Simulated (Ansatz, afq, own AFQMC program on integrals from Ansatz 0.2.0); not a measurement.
Integrals from Ansatz 0.2.0, then the random walk in our own AFQMC program (afq).

```yaml
crystal:
  periodic: [false, false, false]
  atoms:
    - {symbol: Si, position_ang: [-0.086624, -0.032276, 0.579137]}
    - {symbol: O, position_ang: [0.088491, 0.099651, -1.058633]}
    - {symbol: H, position_ang: [0.642493, -1.228094, 1.108382]}
    - {symbol: H, position_ang: [0.485976, 1.218586, 1.144898]}
    - {symbol: H, position_ang: [-0.119403, -0.672933, -1.586426]}
basis:
  gaussian: {orbitals: cc-pVDZ}
total_charge: 1
magnetization: {spin_polarized: false}
correlation: {method: ccsd_t, electrons: outside_noble_gas, hamiltonian_folder: ham}
```

```sh
$ ansatz run in.yaml --threads 1 --pin off --events-out ev --progress --plain --max-ram 24576MiB --backend cuda --devices 0, --max-vram 18GiB
```

afq runs on the folder ham with

```
--method phaseless --trial cid --walkers 20 --populations 1 --least-time 40 --time-step 0.02 --steps-per-block 50 --equilibration-blocks 3 --max-blocks 60 --target-error 0.00084 --factor-cut 1e-05 --seed 5928 --release-times 0.2,0.4 --release-step 0.02 --release-every 1 --taylor-order 6
```

Times are imaginary, in 1/Eh. The walk had a cap of 60 s.

Output of the walk:

```
orbitals 41  electrons 6 6  factors 313 of 440
reference energy -365.23339081 Eh
CCSD correlation -0.30157104 Eh in 14 cycles, weight of the determinant in the CISD state 0.8813
energy of the start -365.535384 Eh
 block  time / (1/Eh)  mean weight  energy / Eh
     1     1.000  1.0098  -365.531458
     2     2.000  0.9938  -365.553182
     3     3.000  1.0085  -365.549576
     4     4.000  1.0202  -365.551853
     5     5.000  1.0245  -365.540689
    11    11.000  0.9911  -365.539493
    17    17.000  0.9964  -365.551225
    23    23.000  0.9963  -365.558041
    29    29.000  0.9916  -365.550620
    35    35.000  0.9782  -365.550421
    36    36.000  1.0008  -365.565988
    41    41.000  1.0081  -365.545015
    47    47.000  0.9911  -365.543813
    53    53.000  0.9854  -365.536911
    55    55.000  1.0068  -365.532623
    59    59.000  0.9934  -365.547027
    63    63.000  0.9994  -365.544415
blocks merged  error / Eh  count
     1  0.000960  60
     2  0.001007  30
     4  0.001224  15
released: time / (1/Eh)  energy / Eh  error  mean overlap
  0.20  -365.545095  0.001263  0.9928
  0.40  -365.547068  0.001111  1.0047
energy -365.545687 +/- 0.001007 Eh
(rows thinned)
```

The run failed at least one of its tests; the cautions name the faults.

Against this walk (error 27.4 meV) on the same determinant: CCSD(T) 73.5 meV higher, CCSDT(Q) 27.3 meV higher (within the noise), a separate phaseless walk with a CISD trial and standard settings 33.1 ± 28.0 meV higher (within the noise). The error is statistical and leaves out the bias of the constraint. Released to 0.40 1/Eh the energy moves by -38 ± 41 meV (both errors), within twice the noise.

Cautions: constraint bias not in the error; error not settled; error above the target (27.4 against 22.9 meV); higher spins were not checked; raised T1 diagnostic (T1 0.025, weight of the determinant 0.88, largest double 0.06); so few walkers bias the energy; the time-step error isn't removed.

The walk took 16 s on 1 × NVIDIA H100 80GB HBM3 with 2 threads of AMD EPYC 7R13 Processor (Zen 3) (shared host) (the card was shared). The log's last line is the phaseless energy.

CCSDT and higher add their correlation energy to the determinant of the CCSD(T) run, since their own runs factorise the integrals more tightly (a shift of under 2 meV).
